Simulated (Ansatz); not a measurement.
Ansatz (a quantum-chemistry and plane-wave program) input (RI-MP2/def2-QZVPPD):
A basis named .json is the Basis Set Exchange file of that set.

Ansatz 0.2 input:
```yaml
crystal:
  periodic: [false, false, false]
  atoms:
    - {symbol: Na, position_ang: [-0.00000000, -0.00000000, -1.70764300]}
    - {symbol: Cl, position_ang: [0.00000000, 0.00000000, 1.10494547]}
basis:
  gaussian:
    orbitals: def2-QZVPPD.json
    fitting: {mean_field: def2-universal-jkfit, correlation: def2-QZVPPD-RIFIT.json}
total_charge: 1
magnetization: {spin_polarized: true, initial_magnetization: 1}
correlation: {method: mp2, electrons: outside_noble_gas}
```

Output:

```
Functional definition: HF
integrals: 0.05 GiB planned
240 factors; integrals over basis functions are off by at most 1.5e0 eV
349 factors; integrals over basis functions are off by at most 8.2e-1 eV
mean field: 0.23 GiB planned
mean field evaluation 1: about -16902.1375 eV, gradient 1.5e1 eV
mean field evaluation 2: about -16903.0192 eV, gradient 5.1e0 eV
mean field evaluation 4: about -16903.0806 eV, gradient 3.2e-1 eV
mean field evaluation 8: about -16901.7674 eV, gradient 1.2e1 eV
mean field evaluation 16: about -16902.7024 eV, gradient 9.1e-1 eV
mean field evaluation 32: about -16902.6737 eV, gradient 6.0e0 eV
mean field -16903.08153396 eV, -621.1767890529 hartree, gradient 1.6e-6 eV, S^2 0.760683; 9 other end points of the search recorded, 0 dependent functions left out
10 core orbitals not correlated
reference -16903.08153396 eV, -621.1767890529 hartree; 4, 3 occupied and 123, 124 virtual orbitals, 349 factors
second order -4.78980437 eV of doubles, -0.00000000 eV of singles
Total energy: -16907.87133833 eV, -621.3528111167 hartree
```
